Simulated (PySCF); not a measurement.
# C3H5Cl: core ionisation energies

1-chloro-1-propene(Z), C₃H₅Cl.
Numbering: `[CH3:1]/[CH:2]=[CH:3]\[Cl:4]`

Geometry (PBE0-D3(BJ)/def2-SVP, Å), atoms numbered from 1 in this order:
```xyz
9
C3H5Cl angstrom
C     -1.1252    0.0507   -0.2613
C      0.2498   -0.5069   -0.1450
C      1.3218    0.0967    0.3708
Cl     1.3143    1.7000    1.0224
H     -1.1819    1.0688    0.1462
H     -1.8503   -0.5822    0.2764
H     -1.4493    0.0771   -1.3146
H      0.4185   -1.5240   -0.5172
H      2.3023   -0.3804    0.4225
```

The calculation used delta-SCF UKS SCAN, pcX-2 on the ionised atom, pcseg-1 elsewhere, spin-free X2C (PySCF). Each binding energy is the total energy of the core-ionised species, with the hole localised on one atom, minus that of the ground state; both are solved self-consistently, so orbital relaxation is included.

Question: List the computed XPS lines with their assignment.

Answer: 
```tsv
atom(s)	bonded to	level	binding energy (eV)	2p1/2 (eV)	above the level's lowest (eV)	count
C1	C and 3 H	C 1s	291.08	–	+0.30	1
C2	C (double bond), C and H	C 1s	290.78	–	0.00	1
C3	Cl, C (double bond) and H	C 1s	291.77	–	+0.99	1
Cl4	C	Cl 2p3/2	206.22	207.87	0.00	1
Cl4	C	Cl 1s	2828.83	–	0.00	1
```

Lowest listed C 1s: C2, bonded to C (double bond), C and H. Highest, 0.99 eV above it: C3, bonded to Cl, C (double bond) and H. Summing the Pauling electronegativity differences to the bonded atoms, each weighted by its formal bond order, gives -0.35 for the lowest site and +0.26 for the highest; no listed site has a larger sum than the highest. The smallest sum, -1.05, belongs to C1, 0.30 eV above the lowest.

Question: Which photon energy gives electrons from C 1s of C1 a kinetic energy of 20 eV, and what is their de Broglie wavelength?

Answer: hν = 291.08 + 20 = 311.08 eV, recoil neglected; λ = 12.264 Å/√(E/eV) = 2.74 Å.

Question: Which effective nuclear charge Zeff reproduces each element's mean 1s value in the hydrogen-like formula E = 13.606 eV × Zeff²?

Answer: C (Z = 6): mean 291.2 eV, Zeff = 4.63, Z − Zeff = 1.37; Cl (Z = 17): mean 2828.8 eV, Zeff = 14.42, Z − Zeff = 2.58. Means run over the listed sites, weighted by atom count.

Spin–orbit coupling isn't in the SCF: each 2p doublet comes from a relaxed spin-free hole plus a matrix of the shell (mean-field spin–orbit coupling and the ground-state 2p splitting), with 2p3/2 averaged over its two sublevels. 2p1/2 minus 2p3/2 (ligand field included): Cl 1.65 eV. Isolated species at its PBE0-D3(BJ)/def2-SVP geometry, gas phase.
